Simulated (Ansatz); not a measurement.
Born–Oppenheimer molecular dynamics of H₄OSi (6 atoms, charge 0, multiplicity 1). It starts from a rough guess of a transition structure, not a stationary point.

Theory: Ansatz, UHF/def2-SVP.

```yaml
ensemble: NVE (velocity Verlet)
time_step: 0.5 fs
steps_asked: 150
starting_velocities_drawn_for: 600 K
seed: 688830
```

First frame:

```xyz
6
Properties=species:S:1:pos:R:3
Si -0.597 0.495 -0.528
H 0.926 0.163 -0.621
O 1.155 -0.287 0.564
H -1.551 -0.619 -0.433
H -1.160 1.489 0.386
H 1.227 -1.240 0.633
```

**Question.** How far do the bonds stretch over the last three quarters of this one trajectory? (Pairs bonded in most of those frames.)

**Answer.** 
```
  bond  mean (Å)  spread (Å)  shortest  longest
Si1–H4     1.516       0.021      1.49     1.57
Si1–H5     1.519       0.030      1.47     1.58
 H2–O3     1.003       0.107      0.82     1.17
 O3–H6     0.958       0.041      0.87     1.04
```

Mean temperature of the second half: 1973 K. The conserved energy stayed within 3.8 meV per atom of its start (net change -1.7 meV per atom), so there is no drift, though single steps change it by up to 25 meV in the whole system, a sign of fast motions only just resolved. The system heated up, since it started high on the potential surface and ran downhill. A run of 0.075 ps of so small a system gives no equilibrium averages.

The run took 48 s on 1 thread of Arm Neoverse V2, on a shared host, peak memory 0.094 GiB.
